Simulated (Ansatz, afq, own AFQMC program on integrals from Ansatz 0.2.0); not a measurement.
Where AFQMC and coupled cluster stand for In, doublet

A free In atom.

Basis def2-TZVP with its core potentials. Only valence electrons are correlated. Integrals, coupled cluster, full CI and functionals: Ansatz 0.2.0; the random walks run on the same integrals in our own AFQMC program. The CISD trial takes its coefficients from CCSD amplitudes. Released means that phaseless walkers are propagated on without the constraint, phases kept. Free AFQMC starts from the CCSD state and is never constrained. Its projection time is finite, and what remains of the start isn't in its error. ± is one standard error of the sampling. No spin–orbit coupling.

Determinant: UHF, the one that the program's search chose, which needn't be the lowest solution.

Full CI on the same integrals is exact in this basis and with this determinant's frozen core.

Cautions: no spin-orbit coupling; inner d shell frozen.

* T1 diagnostic: 0.0127
* weight of the determinant in the CISD state: 0.946
* ⟨S²⟩ of the determinant: 0.763
* size of the correlated space: 3 electrons in 41 orbitals

| level | correlation energy (eV) |
| --- | --- |
| MP2 | -0.8140 |
| CCSD | -1.1269 |
| CCSD(T) | -1.1468 |

(1) Estimate where phaseless AFQMC with a CISD trial lies against CCSD(T) on the same integrals.

(1) 0.12 ± 0.01 kcal/mol below CCSD(T).

Reference: full CI, correlation energy -1.154 eV. The released energy is read at 1.50 1/Eh (meV from the phaseless value at times in 1/Eh: -2.2 ± 1.2 at 0.24, -0.2 ± 0.4 at 0.50, -1.2 ± 0.3 at 1.00, -1.4 ± 0.3 at 1.50).

```json
{"level": "CCSD(T)", "E − E(reference) (kcal/mol)": "0.16", "share of correlation (%)": "99.40"}
{"level": "ph-AFQMC/HF", "E − E(reference) (kcal/mol)": "1.40 ± 0.20", "share of correlation (%)": "94.74"}
{"level": "ph-AFQMC/CISD", "E − E(reference) (kcal/mol)": "0.04 ± 0.01", "share of correlation (%)": "99.84"}
{"level": "released AFQMC", "E − E(reference) (kcal/mol)": "0.01 ± 0.006", "share of correlation (%)": "99.96"}
{"level": "free AFQMC", "E − E(reference) (kcal/mol)": "0.00 ± 0.005", "share of correlation (%)": "100.01"}
```

Free projections are given only where their last times agree within the noise and don't stop above the reference; a slow remainder of the start can still hide under it. A walk keeps the symmetry of its determinant, which the program's search chose and which needn't be the lowest solution, so a lower state of the same spin and another symmetry isn't excluded. Released energies are given only where the last usable release times agree within the noise; a slower fall can still hide under it.
